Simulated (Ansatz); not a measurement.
Energy profile

The step: C₂H₂ (C#C) + HS → C₂H₃S ([CH][CH][SH]); bonds formed: C1–S3 (atoms numbered as in the saddle structure below).

```
6
angstrom
C -0.8406 0.0152 0.1047
C -0.4503 1.0821 -0.3240
S 1.0923 -1.3972 -0.3535
H -1.4490 -0.7417 0.5458
H 0.0184 1.9418 -0.7448
H 1.6293 -0.9002 0.7719
```

Electronic energies by CCSD(T) at an estimated basis limit (MP2 extrapolated from triple and quadruple zeta, plus CCSD(T) − MP2 in triple zeta), on PBE0-D4/def2-TZVP structures; C₂H₃S, doublet; no counterpoise correction; spin–orbit coupling, which lowers free halogen atoms and radicals such as OH and SH, is left out. Computed with Ansatz 0.2.0 (basis: def2-TZVPP and def2-QZVPP); correlated methods freeze the cores; orbitals are unrestricted. Extrapolation: Hartree–Fock as exp(−7.88 √X), correlation as X^−2.97.

(1) Give the profile in kJ/mol, counted from the separated reactants. (An estimate is asked for; the value comes from the calculation.)

The T1 diagnostic stays at or below 0.036. ⟨S²⟩ of the unrestricted Hartree–Fock references: 0.76 to 0.96 (a pure state has 0.75). The unrestricted reference is spin-contaminated, which hurts MP2 most.

Results:

(1) The calculation gives:
| point | kJ/mol |
| --- | --- |
| separated: C₂H₂ (linked as [CH][CH]; C1, C2, H4, H5; singlet) + HS (S3, H6; doublet) | 0.0 |
| start structure | -6.9 |
| saddle | 8.6 |
| end structure | -47.5 |

For scale, one of the runs: CCSD(T)/def2-TZVPP, 146 basis functions, launched by `ansatz run in.yaml --threads 2 --pin off --events-out ev --progress --plain --max-ram 4352MiB`. The run took 24 s on 2 CPU threads of an Intel Xeon 6975P-C (shared host), with 2.2 GiB of host memory at its peak.
